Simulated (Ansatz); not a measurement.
# Si₂+ (quartet): wave-function methods side by side, def2-QZVPP

The task here is to estimate one member of a computed series from the others.

Program: Ansatz 0.2.0, Gaussian basis. Level of theory: def2-QZVPP, core rule «outside noble gas», up to 10 orbitals frozen. These are calculated values, not measurements.

To be run: UHF; ROHF; CCSD(T) on UHF.

## The geometry

The geometry is a PBE0/def2-TZVP stationary point (not a proven minimum).

2 atoms, charge 1, spin multiplicity 4.

Atoms are counted from 1 here; the program's logs count them from 0.

Bond lengths: Si1–Si2 2.273 Å.

Set-up of the first run:

in.yaml

```yaml
crystal:
  periodic: [false, false, false]
  atoms:
    - {symbol: Si, position_ang: [0.000000, 0.000000, 0.000000]}
    - {symbol: Si, position_ang: [0.000000, 0.000000, 2.272600]}
basis:
  gaussian: {orbitals: "def2-QZVPP.json"}
total_charge: 1
magnetization: {spin_polarized: true, initial_magnetization: 3}
hamiltonian: {xc: hf}
output: {orbitals: {seedname: orbitals}}
```

On the command line:

```console
$ ansatz run in.yaml --threads 1 --pin off --events-out ev --progress --plain --max-ram 2393MiB
```

Among the steps run: UHF; ROHF; CCSD(T) on UHF.

One of the session's tables, all rows but one given; the rest of the session is left out.

| method | from UCCSD(T) (kJ/mol) |
| --- | --- |
| ROHF | ? |
| UHF | +480.1 |
| UMP2 | +96.1 |
| UCCSD | +31.2 |
| UCCSD(T) | 0 |

Estimate the missing values for ROHF.

As computed: from UCCSD(T) (kJ/mol): +486.4. In the column «from UCCSD(T) (kJ/mol)» it is the highest.
